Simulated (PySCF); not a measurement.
# SMILES CC=C=C(F)Cl, C$_{4}$H$_{4}$ClF

Cartesian coordinates in Å; atom numbers follow the order of the lines, from 1:
```xyz
10

C    -1.564   -0.256   -0.453
C    -0.501    0.569    0.195
C     0.745    0.216    0.327
C     1.990   -0.126    0.434
F     2.483   -0.791    1.479
Cl    3.197    0.216   -0.734
H    -1.169   -1.201   -0.820
H    -2.369   -0.461    0.259
H    -2.010    0.291   -1.289
H    -0.804    1.541    0.584
```

Computed, not measured: TDDFT CAM-B3LYP/def2-TZVPD circular dichroism and optical rotation, one conformer, gas phase in PySCF. Geometry: PBE0-D3(BJ)/def2-TZVP.

No stereocentre is labelled: unless the shape is locked (an allene, a helicene, a hindered biaryl), the mirror image is equally populated and a measured rotation or CD is zero.

**Question.** Draw the ECD and absorption spectra from the lowest 12 states, each a Gaussian of half-width 0.2 eV at 1/e height.

**Answer.** 
```csv
E (eV),λ (nm),Δε (L mol⁻¹ cm⁻¹),ε (L mol⁻¹ cm⁻¹)
4.23,293,0.00,0
4.33,286,+0.02,0.445
4.43,280,+0.10,2.56
4.53,273,+0.34,8.94
4.63,268,+0.71,18.9
4.73,262,+0.92,24.3
4.83,257,+0.71,18.9
4.93,251,+0.34,8.94
5.03,246,+0.10,2.56
5.13,242,+0.02,0.445
5.23,237,0.00,0
5.33,232,0.00,0
5.43,228,0.00,0
5.53,224,0.00,0
5.63,220,0.00,0
5.73,216,0.00,0
5.83,213,0.00,0
5.93,209,0.00,0.852
6.03,205,-0.05,10.3
6.13,202,-0.26,75.5
6.23,199,-0.83,338
6.33,196,-1.31,930
6.43,193,-1.01,1620
6.53,190,-2.28,1990
6.63,187,-11.68,2450
6.73,184,-32.67,3970
6.83,181,-52.93,6350
6.93,179,-45.35,9920
7.03,176,+5.53,20600
7.13,174,+83.54,43100
7.23,171,+138.20,63500
7.33,169,+125.55,61800
7.43,167,+73.00,43100
7.53,165,+33.98,26300
7.63,162,+9.17,19100
7.73,160,-22.78,20400
7.83,158,-56.35,23000
7.93,156,-68.49,19600
```
Δε uses R in velocity form, ε uses f in length form. Only the states computed contribute, so the short-wavelength end is incomplete.
